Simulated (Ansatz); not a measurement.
## SiNH2Cl (SMILES N[Si]Cl): the vertical energy of the triplet above the singlet, rung by rung

SiNH2Cl: 5 atoms, total charge 0, spin state singlet. SMILES: `N[Si]Cl`. Geometry: relaxed at PBE0-D4/def2-TZVP. This is one conformer, not always the lowest.

```xyz
5

N    -0.1482    0.5834   -0.2339
Si   -0.1162   -0.3418    1.1926
Cl    0.6490   -2.1245    0.3773
H    -0.4733    1.5386   -0.2274
H     0.1386    0.2706   -1.1500
```

Each level gives the vertical energy of the triplet above the singlet (eV). The values are calculated.

```json
{"level": "HF/STO-3G", "kind": "Hartree–Fock", "program": "Ansatz", "value (eV)": "3.12", "less FCI/STO-3G": "-0.72", "CPU time (all runs)": "0.5 s"}
{"level": "SVWN5/STO-3G", "kind": "LDA", "program": "Ansatz", "value (eV)": "4.14", "less FCI/STO-3G": "+0.30", "CPU time (all runs)": "2.9 s"}
{"level": "BLYP/STO-3G", "kind": "GGA", "program": "Ansatz", "value (eV)": "4.10", "less FCI/STO-3G": "+0.26", "CPU time (all runs)": "4.4 s"}
{"level": "r2SCAN/STO-3G", "kind": "meta-GGA", "program": "Ansatz", "value (eV)": "3.88", "less FCI/STO-3G": "+0.04", "CPU time (all runs)": "11 s"}
{"level": "PBE0/STO-3G", "kind": "global hybrid", "program": "Ansatz", "value (eV)": "3.86", "less FCI/STO-3G": "+0.02", "CPU time (all runs)": "4.2 s"}
{"level": "r2SCAN0/STO-3G", "kind": "hybrid meta-GGA", "program": "Ansatz", "value (eV)": "3.73", "less FCI/STO-3G": "-0.11", "CPU time (all runs)": "11 s"}
{"level": "wB97X/STO-3G", "kind": "range-separated hybrid", "program": "Ansatz", "value (eV)": "3.87", "less FCI/STO-3G": "+0.03", "CPU time (all runs)": "21 s"}
{"level": "RPA@PBE/STO-3G", "kind": "RPA", "program": "Ansatz", "value (eV)": "4.06", "less FCI/STO-3G": "+0.22", "CPU time (all runs)": "6.8 s"}
{"level": "CCSD(T)/STO-3G", "kind": "coupled cluster or CI", "program": "Ansatz", "value (eV)": "3.84", "less FCI/STO-3G": "0.00", "CPU time (all runs)": "0.88 s"}
{"level": "FCI/STO-3G", "kind": "exact in the basis", "program": "Ansatz", "value (eV)": "3.84", "less FCI/STO-3G": "0.00", "CPU time (all runs)": "39 s"}
```

FCI/STO-3G is exact within its basis and frozen core, so for wave-function methods in that basis the difference is their error; functionals converge differently with the basis, so for them it is only a difference. The values span 3.12 to 4.14 eV. All rows use very small basis sets, so even the best lies far from the true value. CPU times are rough (shared hosts, several kinds of processor): they show what a rung costs within a factor of a few.
